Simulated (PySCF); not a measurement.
**A diatomic session: BH+**

One table from this session's results is given with a row withheld; the runs are named, their logs left out.

Computed with PySCF 2.14.0. Level: B 3-21G, H 3-21G, no relativity.

The first run:

A driver script around PySCF takes these settings:

```json
{
 "atoms": "B, H",
 "charge": "1",
 "basis": "B 3-21G, H 3-21G",
 "Hamiltonian": "no relativity",
 "basis functions": "11",
 "electrons treated": "5",
 "masses in u": "11.0093, 1.0078",
 "levels": "PBE0, PBE, r²SCAN, r²SCAN0, B2PLYP, MN15, HF, MP2, SCS-MP2, CCSD, CCSD(T)",
 "grid": "80 radial by 434 angular points",
 "occupations": "held fixed by the projection of orbital angular momentum",
 "dissociation limit": "B+ + H, each in its ground configuration",
 "starting distance in angstrom": "1.235",
 "values of 2S to try": "1, 3"
}
```

Launch:

```console
OMP_NUM_THREADS=1 python dia.py task.json out
```

Among the steps run: Set-up; The PBE0 curve of the state that the search chose; Other states along the same grid; PBE; r²SCAN (meta-GGA); r²SCAN0; B2PLYP (double hybrid); MN15 (hybrid meta-GGA); UHF (mean field); MP2 and coupled cluster.

One of the session's tables, all rows but one given; the rest of the session is left out.

It belongs to the step «The curves together». Energy (eV) from each level's lowest point:

```
R (Å)    UHF  UHF-MP2  UHF-SCS-MP2  UHF-CCSD  UHF-CCSD(T)
1.041  0.353    0.408        0.418       n/a          n/a
1.089  0.141    0.178        0.186     0.226        0.228
1.137  0.030    0.050        0.054     0.080        0.081
1.174      ?        ?            ?         ?            ?
1.210  0.007    0.000        0.000     0.000        0.000
1.246  0.043    0.023        0.021     0.007        0.006
1.295  0.127    0.091        0.085     0.050        0.049
1.355  0.273    0.218        0.209     0.143        0.141
1.428  0.482    0.409        0.397     0.288        0.286
1.525  0.777    0.693        0.679       n/a          n/a
```

**Question.** Estimate the row for R (Å) = 1.174.

Worked estimate for «UHF». A straight line through the neighbours (1.137, 0.030) and (1.210, 0.007) gives 0.030 + (0.007 − 0.030) × (1.174 − 1.137) / (1.210 − 1.137) = 0.018; a parabola fitted to 4 rows on both sides gives -0.002.

The run gave: UHF: 0.000; UHF-MP2: 0.007; UHF-SCS-MP2: 0.009; UHF-CCSD: 0.022; UHF-CCSD(T): 0.023. In «UHF» the line misses by +0.018 and the parabola by -0.002.
